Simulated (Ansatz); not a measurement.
PPPP tetrahedron (P₄). The state is a triplet with charge 0. Geometry PBE0-D4/def2-TZVP, that of the neutral singlet; atoms count from 1.

Cartesian coordinates in Å:
```
P -0.281 -0.955 0.894
P -1.135 0.441 -0.552
P 0.794 -0.501 -0.953
P 0.622 1.014 0.611
```

At PBE0-D4/def2-TZVP a singlet of charge 0 lies 4.69 eV below the triplet at the same geometry.

(1) Estimate the Mulliken populations from the PBE0/def2-TZVP orbitals of Ansatz.

(2) Where does the spin sit?

(3) And the Mayer bond orders between heavy atoms (over 0.3)?

## Answers

(1) 
```json
{"atom": "P1", "charge (e)": "0.03", "spin (α − β)": "0.12"}
{"atom": "P2", "charge (e)": "0.03", "spin (α − β)": "0.12"}
{"atom": "P3", "charge (e)": "-0.03", "spin (α − β)": "0.88"}
{"atom": "P4", "charge (e)": "-0.03", "spin (α − β)": "0.88"}
```
Mulliken values depend strongly on the basis.

(2) Summed by element: P 2.00, of 2 unpaired in all. Largest on single atoms: P3 0.88, P4 0.88, P1 0.12.

(3) P1–P2 1.02 (2.18 Å); P1–P3 1.05 (2.18 Å); P1–P4 1.05 (2.18 Å); P2–P3 1.05 (2.18 Å); P2–P4 1.05 (2.18 Å); P3–P4 0.47 (2.18 Å).
